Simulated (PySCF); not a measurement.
BCl3.

```xyz
4

B      0.0000     0.0000     0.0000
Cl     1.7490     0.0000     0.0000
Cl    -0.8745    -1.5147     0.0000
Cl    -0.8745     1.5147     0.0000
```

Coordinates come from a TPSSh-D3(BJ)/def2-SVP optimisation. The isomer is the one that the SMILES or the coordinates give; other isomers of the formula were not compared.

All values below come from PySCF with PBE/pcSseg-2. Non-relativistic, no solvent.

Computed absolute GIAO shielding of each atom: isotropic value and principal components (ppm):
```
atom  σ(iso)    σ11    σ22    σ33   span
----  ------  -----  -----  -----  -----
B1      41.5   29.8   29.8   64.7   34.8
Cl2    611.0  333.5  747.7  751.8  418.3
Cl3    611.0  333.5  747.7  751.8  418.3
Cl4    611.0  333.5  747.7  751.8  418.3
```
